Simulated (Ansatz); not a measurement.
**How far each method lies from UCCSDT(Q) for H₂Br⁺, triplet**

Geometry: that of the H2Br⁺, singlet, kept fixed. The singlet lies 6.9 eV lower here.

```yaml
atoms:
  - { symbol: Br, position_ang: [0.0000, -0.0246, 0.0000] }
  - { symbol: H, position_ang: [0.0000, 0.9758, -1.0458] }
  - { symbol: H, position_ang: [0.0000, 0.9758, 1.0458] }
```

Basis cc-pVDZ; Ansatz 0.2.0. Only valence electrons are correlated (noble-gas cores and the filled d shells of p-block atoms frozen), which leaves 8 electrons in 23 orbitals. Prefix R: restricted or restricted open-shell reference; prefix U: unrestricted. Active spaces: valence = (8e, 6o) chosen from the atoms' valence shells. No spin–orbit coupling is included, and no scalar relativity.

Full CI isn't at hand for all of this; UCCSDT(Q) serves as the reference, and is uncertain by the last step of the cluster series or more. The frozen core follows each run's orbitals, which can shift R against U totals by a few meV for light atoms and by up to 0.1 eV past Ca.

```
UHF ⟨S²⟩                          : 2.023
T1 diagnostic (RCCSD)             : 0.0157
largest doubles amplitude (RCCSD) : 0.054
T1 diagnostic (UCCSD)             : 0.0133
```

```csv
level,E − E(UCCSDT(Q)) (meV),wall time
UHF,3859,–
UMP2,749,–
UCCSD,93,–
UCCSD(T),19,1.5 s
UCCSDT,4,–
```

Run but not shown, since their state, orbitals or frozen core can't be matched to the reference's or they repeat it: RHF, RMP2, CISD, RCCSD, RCCSD(T), BCCD(T), RCCSDT, CISDTQ, RCCSDT(Q), CASSCF (valence space), NEVPT2 (valence space), MRCISD (valence space), MRCISD+Q (valence space).

Times hold each run's SCF and search for its determinant on a shared host, so for small cases they say little of a method's own cost; they ran on 1 thread of Arm Neoverse V2.

Natural occupations of CASSCF (valence space) about the gap: 1.998 1.982 1.979 1.000 0.998 0.043; effectively unpaired electrons, Σ n²(2−n)², 2.01.
